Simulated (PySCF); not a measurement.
trifluoromethane (CHF3), SMILES FC(F)F.

Geometry: B3LYP-D3(BJ)/def2-TZVP.

All values below come from PBE/def2-TZVPD in PySCF.

Symmetry labels are those of the subgroup Cs that the program uses (full group C3v).

Computed valence orbital energies around the gap with their symmetry:
```json
[
 {"orbital": "HOMO−7", "symmetry": "A\"", "energy (eV)": "-14.77"},
 {"orbital": "HOMO−6", "symmetry": "A'", "energy (eV)": "-14.77"},
 {"orbital": "HOMO−5", "symmetry": "A'", "energy (eV)": "-11.37"},
 {"orbital": "HOMO−4", "symmetry": "A\"", "energy (eV)": "-11.37"},
 {"orbital": "HOMO−3", "symmetry": "A\"", "energy (eV)": "-10.44"},
 {"orbital": "HOMO−2", "symmetry": "A'", "energy (eV)": "-10.44"},
 {"orbital": "HOMO−1", "symmetry": "A\"", "energy (eV)": "-9.83"},
 {"orbital": "HOMO", "symmetry": "A'", "energy (eV)": "-9.55"},
 {"orbital": "LUMO", "symmetry": "A'", "energy (eV)": "-0.10"},
 {"orbital": "LUMO+1", "symmetry": "A'", "energy (eV)": "0.77"},
 {"orbital": "LUMO+2", "symmetry": "A'", "energy (eV)": "0.86"},
 {"orbital": "LUMO+3", "symmetry": "A\"", "energy (eV)": "0.86"}
]
```
